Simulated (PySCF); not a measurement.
# How good is the calculation?

Molfile (atoms numbered from 1):
```
C5H12O
     RDKit          3D

 18 17  0  0  0  0  0  0  0  0999 V2000
    2.7436    0.2034    0.4372 C   0  0  0  0  0  0  0  0  0  0  0  0
    1.4183    0.6394   -0.1670 C   0  0  0  0  0  0  0  0  0  0  0  0
    0.2535   -0.2633    0.2154 C   0  0  0  0  0  0  0  0  0  0  0  0
   -1.0754    0.1604   -0.3901 C   0  0  0  0  0  0  0  0  0  0  0  0
   -2.2392   -0.7333    0.0041 C   0  0  0  0  0  0  0  0  0  0  0  0
   -3.4454   -0.3752   -0.6139 O   0  0  0  0  0  0  0  0  0  0  0  0
    3.0141   -0.8150    0.1146 H   0  0  0  0  0  0  0  0  0  0  0  0
    2.6982    0.1976    1.5383 H   0  0  0  0  0  0  0  0  0  0  0  0
    3.5650    0.8742    0.1429 H   0  0  0  0  0  0  0  0  0  0  0  0
    1.1903    1.6744    0.1439 H   0  0  0  0  0  0  0  0  0  0  0  0
    1.5034    0.6711   -1.2676 H   0  0  0  0  0  0  0  0  0  0  0  0
    0.1643   -0.2944    1.3170 H   0  0  0  0  0  0  0  0  0  0  0  0
    0.4811   -1.3003   -0.0929 H   0  0  0  0  0  0  0  0  0  0  0  0
   -1.0087    0.1749   -1.4917 H   0  0  0  0  0  0  0  0  0  0  0  0
   -1.3030    1.2001   -0.0855 H   0  0  0  0  0  0  0  0  0  0  0  0
   -2.0293   -1.7708   -0.3055 H   0  0  0  0  0  0  0  0  0  0  0  0
   -2.3330   -0.7537    1.1104 H   0  0  0  0  0  0  0  0  0  0  0  0
   -3.6540    0.5274   -0.3519 H   0  0  0  0  0  0  0  0  0  0  0  0
  1  2  1  0
  2  3  1  0
  3  4  1  0
  4  5  1  0
  5  6  1  0
  1  7  1  0
  1  8  1  0
  1  9  1  0
  2 10  1  0
  2 11  1  0
  3 12  1  0
  3 13  1  0
  4 14  1  0
  4 15  1  0
  5 16  1  0
  5 17  1  0
  6 18  1  0
M  END
```

Measured values that the calculation should reproduce: δ ¹⁷O O6 4.7 ppm (measured; liquid, neat, 295 K; 17O NMR survey of organic solvents and oxofluorinated compounds, PMC5915748).
δ ¹⁷O O6 -7.0 ppm (measured; liquid, neat; K. Matsuzaki, S. Hayashi, W. Nakanishi, RSC Adv. 2024, ESI (observed values from its refs S1-S5)).

Theory: structure optimised with PBE0-D3(BJ)/def2-SVP, σ from GIAO-PBE0/pcSseg-1, in PySCF (one conformer, no relativistic terms, gas phase, averaged over atoms made equivalent by symmetry, fast rotation or ring inversion).

**Question.** What does the calculation give, and how does it compare?

**Answer.** 
Reference values: measured (liquid, neat, 295 K; 17O NMR survey of organic solvents and oxofluorinated compounds, PMC5915748).
```json
{"atoms": "O6", "quantity": "δ ¹⁷O vs D2O (external)", "reference": "4.7", "computed": "–", "computed, scaled": "4.1"}
```

Reference values: measured (liquid, neat; K. Matsuzaki, S. Hayashi, W. Nakanishi, RSC Adv. 2024, ESI (observed values from its refs S1-S5)).
```tsv
atoms	quantity	reference	computed	computed, scaled
O6	δ ¹⁷O vs H2O	-7.0	–	4.1
```

Computed shifts are σ(ref) − σ with the named reference compound (TMS for H and C) calculated as an isolated molecule at the same level. The measured values may be among those fitted. Shieldings were converted by a linear fit to measured shifts: ¹⁷O (scatter 13.5 ppm rms, 14.3 ppm with the 1 outlier that the fit left out vs liquid water, solution or neat liquid). Occasional misses reach two or three times the rms, and more in compound classes unlike the fitted ones.
